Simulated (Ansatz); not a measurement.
Molecule (SMILES): C#C (C2H2).
Atoms: C1, C2, H3, H4. Bonds: C1-C2, C1-H4, C2-H3.

Basis-set convergence of the highest harmonic wavenumber at HF with Ansatz (a program for electronic structure). Each level at its own minimum, finite differences of forces, unscaled; the reference is a large set that could be run, not a limit. Cartesian d functions, on some or all atoms, in 6-31G**; all else is spherical. The program fits the integrals of some runs and decomposes those of others, by size. Core-valence sets carry the plain set on hydrogen. No added dispersion term, no relativity. Reference: the value in aug-pcseg-2, 3669 cm⁻¹, itself unsure by roughly 3 cm⁻¹ (its mean distance from aug-cc-pVTZ, def2-TZVPPD). Deviations are taken from unrounded values.

```tsv
basis	functions	highest harmonic wavenumber (cm⁻¹)	minus reference (cm⁻¹)
3-21G	22	3719	50
def2-SV(P)	32	3680	11
def2-SVP	38	3673	4
6-31G**	40	3697	28
6-311G**	48	3675	6
def2-SVPD	56	3659	-9
aug-cc-pVDZ	64	3676	7
aug-pcseg-1	64	3677	8
pcseg-2	88	3665	-3
jun-cc-pV(T+d)Z	106	3664	-5
6-311++G(3df,3pd)	114	3662	-6
cc-pCVTZ	114	3663	-6
aug-cc-pVTZ	138	3673	4
```
